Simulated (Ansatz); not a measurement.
A nudged elastic band was laid between two geometries of C₂H₈N₂ (12 atoms, charge 0, multiplicity 1).

The calculation used Ansatz, RKS r2SCAN-D4/6-31G*.

```yaml
movable_images: 5
climbing_image: yes
spring: 5.0 eV/Å²
optimiser: quadratic models (default)
start_path: through a guess of the saddle point
force_threshold: 0.05 eV/Å
iteration_limit: 60
end_points: relaxed
```

Image 0:

```xyz
12
Properties=species:S:1:pos:R:3
C -1.388 0.098 -0.240
C -0.042 0.824 -0.207
N 1.004 0.213 0.621
N 1.205 -1.181 0.146
H -1.841 0.080 0.760
H -2.089 0.603 -0.917
H -1.258 -0.937 -0.570
H 0.365 0.914 -1.226
H -0.164 1.849 0.169
H 0.576 0.070 1.541
H 1.627 -1.040 -0.779
H 2.006 -1.494 0.703
```

Image 6:

```xyz
12
Properties=species:S:1:pos:R:3
C -1.623 0.387 -0.092
C -0.128 0.373 -0.379
N 0.554 -0.497 0.582
N 1.954 -0.650 0.116
H -1.811 0.690 0.944
H -2.139 1.084 -0.762
H -2.063 -0.608 -0.243
H 0.075 0.072 -1.424
H 0.282 1.387 -0.253
H 0.168 -1.431 0.419
H 2.321 0.305 0.184
H 2.410 -1.114 0.907
```

(1) Which bonds break or form, and what moves?

(2) Give the energies along the band, and the barrier.

(3) What is the geometry of the highest image?

(4) What are the harmonic wavenumbers there?

The band took 7 iterations and roughly 2.7 core-minutes.

Results:

(1) No bond is made or broken. The dihedral C1–C2–N3–H10 goes from -52 to 62°.

(2) The forces met the threshold. The highest image is number 3 of 0 to 6, 14.7 kJ/mol above the first end and 16.0 kJ/mol above the last; the last end lies 1.3 kJ/mol below the first. A vibrational analysis at the climbing image gives one clearly imaginary mode, 154i cm⁻¹: a first-order saddle point.

```json
{"image": "0", "path coordinate (Å)": "0.00", "energy (kJ/mol)": "0.0", "dihedral C1–C2–N3–H10 (°)": "-52"}
{"image": "1", "path coordinate (Å)": "0.63", "energy (kJ/mol)": "2.6", "dihedral C1–C2–N3–H10 (°)": "-37"}
{"image": "2", "path coordinate (Å)": "1.27", "energy (kJ/mol)": "10.4", "dihedral C1–C2–N3–H10 (°)": "-18"}
{"image": "3", "path coordinate (Å)": "1.90", "energy (kJ/mol)": "14.7", "dihedral C1–C2–N3–H10 (°)": "2"}
{"image": "4", "path coordinate (Å)": "2.55", "energy (kJ/mol)": "10.4", "dihedral C1–C2–N3–H10 (°)": "23"}
{"image": "5", "path coordinate (Å)": "3.20", "energy (kJ/mol)": "2.3", "dihedral C1–C2–N3–H10 (°)": "43"}
{"image": "6", "path coordinate (Å)": "3.86", "energy (kJ/mol)": "-1.3", "dihedral C1–C2–N3–H10 (°)": "62"}
```

(3) 
```xyz
12
Properties=species:S:1:pos:R:3
C -1.553 0.254 -0.133
C -0.089 0.646 -0.290
N 0.795 -0.012 0.700
N 1.640 -0.996 -0.031
H -1.912 0.488 0.878
H -2.191 0.795 -0.843
H -1.682 -0.822 -0.307
H 0.257 0.373 -1.296
H 0.024 1.735 -0.184
H 0.187 -0.623 1.250
H 2.348 -0.397 -0.467
H 2.176 -1.440 0.723
```

(4) 154i, 196, 276, 385, 454, 787, 829, 948, 978, 1065, 1139, 1172, 1224, 1320, 1343, 1400, 1423, 1514, 1521, 1528, 1547, 1701, 3027, 3031, 3068, 3111, 3120, 3378, 3435, 3481 cm⁻¹.

The run took 2.7 min on 1 thread of Arm Neoverse V2, on a shared host, peak memory 0.17 GiB.
